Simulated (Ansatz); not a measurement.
Two structures of Si$_{2}$H$_{8}$O, singlet, reached by relaxing down either side of one saddle point (PBE0-D4/def2-TZVP). Energies are electronic, without zero-point energy. Program: Ansatz 0.2.0. Basis: def2-TZVPP and def2-QZVPP. Cores are frozen in the correlated methods. Extrapolation: Hartree–Fock as exp(−7.88 √X), correlation as X^−2.97. First:

Si1  (-0.279, -0.794, -0.931)
H2  (0.657, -0.015, -1.785)
H3  (-0.403, -2.153, -1.532)
H4  (-1.626, -0.165, -0.976)
Si5  (0.509, -1.020, 1.258)
H6  (0.337, 2.602, -0.856)
O7  (-0.165, 2.324, -0.086)
H8  (0.633, 0.284, 1.955)
H9  (-0.423, -1.894, 2.023)
H10  (1.841, -1.686, 1.231)
H11  (-1.080, 2.517, -0.301)
(Å)

Second:

Si1  (-1.269, -0.107, -0.309)
H2  (2.683, 1.562, -0.463)
H3  (-1.839, -1.109, -1.257)
H4  (-2.403, 0.383, 0.529)
Si5  (0.369, -1.099, 1.034)
H6  (1.969, 1.560, -0.686)
O7  (-0.551, 1.141, -1.125)
H8  (0.913, -0.124, 2.016)
H9  (-0.258, -2.226, 1.777)
H10  (1.484, -1.634, 0.208)
H11  (-1.098, 1.653, -1.723)
(Å)

(1) Which bonds change from the first to the second?

(2) Give the saddle point's structure and its height above each. (To be estimated.)

No T1 diagnostic of these runs exceeds 0.014. The start structure is not quite a true minimum (one mode of 35i cm⁻¹).

Answers

(1) Si₂H₆ ([SiH3][SiH3]) + H₂O → Si₂H₆O ([OH][SiH2][SiH3]) + H₂; bonds formed: Si1–O7, H2–H6; bonds broken: Si1–H2, H6–O7.

(2) The calculation gives: 173.7 kJ/mol above the first and 224.5 kJ/mol above the second (CCSD(T) at an estimated basis limit (MP2 extrapolated from triple and quadruple zeta, plus CCSD(T) − MP2 in triple zeta)).
Si1  (-0.476, -0.036, -0.516)
H2  (1.154, 0.562, -0.904)
H3  (-0.483, -0.753, -1.819)
H4  (-1.943, 0.033, -0.163)
Si5  (0.514, -1.191, 1.254)
H6  (0.549, 1.564, -0.954)
O7  (-0.475, 1.834, -0.621)
H8  (0.889, -0.202, 2.303)
H9  (-0.394, -2.198, 1.873)
H10  (1.752, -1.868, 0.785)
H11  (-1.087, 2.256, -1.239)
(Å)

Labels in which every atom is bracketed show which atoms are joined, not bond orders.

For scale, one of the runs: CCSD(T)/def2-TZVPP, 227 basis functions, launched by `ansatz run in.yaml --threads 4 --pin off --events-out ev --progress --plain --max-ram 9574MiB`. Hardware: 4 CPU threads of an Intel Xeon, shared host. Wall time 99 s; peak host memory 3.5 GiB.
